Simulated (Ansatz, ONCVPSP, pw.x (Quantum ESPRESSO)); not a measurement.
## What a changed setting does to a pw.x run (bcc Mo)

Potential: optimised norm-conserving Vanderbilt (ONCV), ONCVPSP 4.0.1, LDA (Perdew-Wang 92); core [Ar] 3d10, reference 4s2 4p6 4d6; waves: 4s: rc 1.85 bohr, ncon 4, nbas 9, qcut 5.2 1/bohr, 2 projectors, debl 3.9 Ha; 4p: rc 1.85 bohr, ncon 4, nbas 8, qcut 8.1 1/bohr, 2 projectors, debl 2.6 Ha; 4d: rc 2.15 bohr, ncon 4, nbas 8, qcut 6.5 1/bohr, 1 projector; local part: polynomial inside 1.70 bohr (lpopt 5, dvloc0 3 Ha); core correction: Teter function, fcfact 5, rcfact 1.4.

The reference run (k-mesh 15³, cutoffs 50/200 Ry, Fermi–Dirac 0.01 Ry, mixing_beta 0.4, conv_thr 1e-9, no spin) gives 2.94 GPa at 15.067 Å³/atom, where all-electron LAPW gives 0.24 GPa. This run, with its own iteration cap, changes nosym to true.

```
&control
  calculation='scf', prefix='x', pseudo_dir='./', outdir='./tmp', tstress=.true., disk_io='none'
/
&system
  ibrav=0, nat=1, ntyp=1, ecutwfc=50, ecutrho=200, nbnd=15,
  occupations='smearing', smearing='fd', degauss=0.01, nosym=.true.
/
&electrons
  conv_thr=1e-09, mixing_beta=0.4, electron_maxstep=70
/
ATOMIC_SPECIES
Mo 1.0 Mo.UPF
CELL_PARAMETERS angstrom
  -1.55592598 1.55592598 1.55592598
  1.55592598 -1.55592598 1.55592598
  1.55592598 1.55592598 -1.55592598
ATOMIC_POSITIONS crystal
Mo 0.0000 0.0000 0.0000
K_POINTS automatic
15 15 15 0 0 0
```

```bash
pw.x < Mo.scf.in > Mo.scf.out
```

How does the run end?

It converges in 8 iterations; the free energy moves by +0.0 meV/atom and the pressure by +0.00 GPa. The result is that of the reference run.

```
lattice parameter (alat)  =       5.0927  a.u.
     unit-cell volume          =     101.6772 (a.u.)^3
     number of electrons       =        14.00
     number of Kohn-Sham states=           15
     kinetic-energy cutoff     =      50.0000  Ry
     charge density cutoff     =     200.0000  Ry
     scf convergence threshold =      1.0E-09
     Exchange-correlation= SLA  PW   NOGX NOGC
     number of k points=  1688  Fermi-Dirac smearing, width (Ry)=  0.0100
     iteration #  1     ecut=    50.00 Ry     beta= 0.40
     total energy              =    -146.77157920 Ry
     estimated scf accuracy    <       0.18976049 Ry
     iteration #  2     ecut=    50.00 Ry     beta= 0.40
     total energy              =    -146.77758670 Ry
     estimated scf accuracy    <       0.02188163 Ry
     iteration #  3     ecut=    50.00 Ry     beta= 0.40
     total energy              =    -146.77960322 Ry
     estimated scf accuracy    <       0.00141519 Ry
     [... 2 iterations left out ...]
     iteration #  6     ecut=    50.00 Ry     beta= 0.40
     total energy              =    -146.77972711 Ry
     estimated scf accuracy    <       0.00000002 Ry
     iteration #  7     ecut=    50.00 Ry     beta= 0.40
     total energy              =    -146.77972710 Ry
     estimated scf accuracy    <          7.4E-09 Ry
     iteration #  8     ecut=    50.00 Ry     beta= 0.40
     the Fermi energy is    21.8856 ev
!    total energy              =    -146.77972710 Ry
     estimated scf accuracy    <          6.2E-11 Ry
     smearing contrib. (-TS)   =      -0.00301722 Ry
     The total energy is F=E-TS. E is the sum of the following terms:
     one-electron contribution =     -16.42843875 Ry
     hartree contribution      =      17.86045024 Ry
     xc contribution           =     -26.91224301 Ry
     ewald contribution        =    -121.29647837 Ry
     convergence has been achieved in   8 iterations
          total   stress  (Ry/bohr**3)                   (kbar)     P=       29.39
     Message from routine punch:
     Nothing written, as per user request (disk_io='none')
```

The run took about 3 min on one core of a shared host (Intel(R) Xeon(R) Platinum 8259CL CPU @ 2.50GHz, 96 threads, 755 GiB, load 39).
